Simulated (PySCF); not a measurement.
Compound: C4H6N2.
Z-matrix (Å and degrees, GFN2-xTB geometry), rows numbered from 1:
```
C 
C   1  1.4886
C   2  1.4083  1  127.37
N   3  1.3173  2  111.42  1  -179.96
N   4  1.3287  3  105.64  2     0.03
C   5  1.3511  4  112.20  3    -0.02
H   1  1.0896  2  110.39  3    59.31
H   1  1.0896  2  110.46  3   -59.89
H   1  1.0873  2  110.52  3   179.71
H   3  1.0718  2  128.08  1     0.10
H   5  1.0072  4  119.91  3   179.96
H   6  1.0714  2  131.25  1     0.05
```

Vertical excitations from PySCF (density fitting, frozen core in the response, grid level 2 and gas phase unless stated; continuum runs use non-equilibrium linear response for the excitations) on a GFN2-xTB geometry. Reference run:

```tsv
settings	S1, eV (f)	S2, eV (f)	S3, eV (f)	S4, eV (f)	S5, eV (f)	S6, eV (f)	T1, eV (Tamm–Dancoff)	mean α (au)
HF/def2-SVPD, IEF-PCM acetonitrile, damping 0.3 at the start, DIIS from the seventh cycle, energy threshold 1e-11 Eh, CIS, 25 singlets	7.11 (0.193)	7.27 (0.020)	7.56 (0.060)	7.96 (0.005)	8.00 (0.006)	8.31 (0.000)	4.13	75.1
```

Problem. What do these settings give: PBE0/ANO-RCC-VDZP, fitting basis def2-universal-jkfit, damping 0.1 at the start, DIIS from the seventh cycle, full TDDFT, 25 singlets?

Solution. 
| settings | S1, eV (f) | S2, eV (f) | S3, eV (f) | S4, eV (f) | S5, eV (f) | S6, eV (f) | T1, eV (Tamm–Dancoff) | mean α (au) |
| --- | --- | --- | --- | --- | --- | --- | --- | --- |
| PBE0/ANO-RCC-VDZP, fitting basis def2-universal-jkfit, damping 0.1 at the start, DIIS from the seventh cycle, full TDDFT, 25 singlets | 6.02 (0.000) | 6.45 (0.000) | 6.50 (0.001) | 6.75 (0.050) | 6.98 (0.005) | 7.03 (0.001) | – | 51.1 |

S1 moves by -1.09 eV; functional, basis, environment and response scheme change together, so the shift can't be laid on one. States are counted by energy in each run and needn't keep their character from row to row.

ANO-RCC sets were contracted for a scalar-relativistic Hamiltonian, but ran non-relativistically here.

Problem. Which orbital pairs make up S1 in each run, and how does it sit against the orbital gap?

Solution. 
```tsv
settings	S1 configurations (weight)	S1 (eV)	orbital gap (eV)	S1 − gap (eV)
HF/def2-SVPD, IEF-PCM acetonitrile, damping 0.3 at the start, DIIS from the seventh cycle, energy threshold 1e-11 Eh, CIS, 25 singlets	H→L+3 0.85	7.11	11.98	-4.87
PBE0/ANO-RCC-VDZP, fitting basis def2-universal-jkfit, damping 0.1 at the start, DIIS from the seventh cycle, full TDDFT, 25 singlets	H→L 0.99	6.02	7.16	-1.14
```

The species at its GFN2-xTB geometry.
